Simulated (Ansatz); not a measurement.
A nudged elastic band was laid between two geometries of C2H4FNO (9 atoms, charge 0, multiplicity 1).

Theory: RKS PBE0/STO-3G (Ansatz).

```yaml
movable_images: 7
climbing_image: yes
spring: 5.0 eV/Å²
optimiser: quadratic models (default)
start_path: through a guess of the saddle point
force_threshold: 0.05 eV/Å
iteration_limit: 60
end_points: relaxed
```

First end point:

```xyz
9
Properties=species:S:1:pos:R:3
O -0.124 0.212 1.956
C -0.573 0.132 0.587
N 0.564 0.511 -0.357
C 0.737 -0.340 -1.331
F 0.004 -1.466 -1.563
H 0.280 1.148 1.976
H -1.410 0.837 0.364
H -0.933 -0.906 0.425
H 1.546 -0.173 -2.073
```

Last end point:

```xyz
9
Properties=species:S:1:pos:R:3
O -0.859 0.561 1.789
C -0.626 -0.189 0.605
N 0.533 0.135 -0.046
C 0.855 0.116 -1.417
F -0.016 -0.612 -2.186
H 1.248 0.605 0.559
H -1.464 -0.525 -0.023
H -1.511 -0.036 2.293
H 1.929 -0.102 -1.591
```

Q: What changes between the two ends?

A: Bonds broken: O1–H6, C2–H8. Bonds formed: O1–H8, N3–H6.

Q: Give the energies along the band, and the barrier.

A: The run converged. The highest image is number 5 of 0 to 8, 3.80 eV above the first end and 1.36 eV above the last; the last end lies 2.44 eV above the first. The profile has 2 maxima (images 1, 5) with wells between them (image 2): this band takes more than one step, which may be the mechanism or a detour left from its start path. Neighbouring images differ by up to 3.6 eV, so the band resolves the path poorly. A vibrational analysis at the climbing image gives one clearly imaginary mode, 1085i cm⁻¹: a first-order saddle point. The orbitals stay closed-shell, which can raise the energy where a bond breaks towards radicals; this wasn't checked here. Limits of this set-up: minimal basis.

```csv
image,path coordinate (Å),energy (eV),O1–H6 (Å),C2–H8 (Å),O1–H8 (Å)
0,0.00,0.00,1.02,1.11,2.06
1,1.09,0.03,1.02,1.11,2.06
2,2.17,0.01,1.02,1.12,2.14
3,3.25,0.02,1.02,1.11,2.14
4,4.33,0.21,1.02,1.11,2.03
5,5.41,3.80,1.03,1.53,1.07
6,6.46,3.29,1.15,2.07,1.02
7,7.51,2.57,2.33,1.93,1.02
8,8.55,2.44,2.44,1.91,1.02
```

Q: What is the geometry of the highest image?

A: 
```xyz
9
Properties=species:S:1:pos:R:3
O -0.568 0.652 1.805
C -0.704 -0.257 0.411
N 0.525 0.108 -0.213
C 0.807 -0.248 -1.437
F -0.043 -0.916 -2.274
H 0.435 0.846 1.708
H -1.600 0.204 -0.068
H -0.562 -0.414 1.922
H 1.799 -0.020 -1.872
```

Time of the run: 4.9 min on 1 thread of Intel(R) Xeon(R) 6975P-C (Granite Rapids) (shared host), peak memory 0.11 GiB.
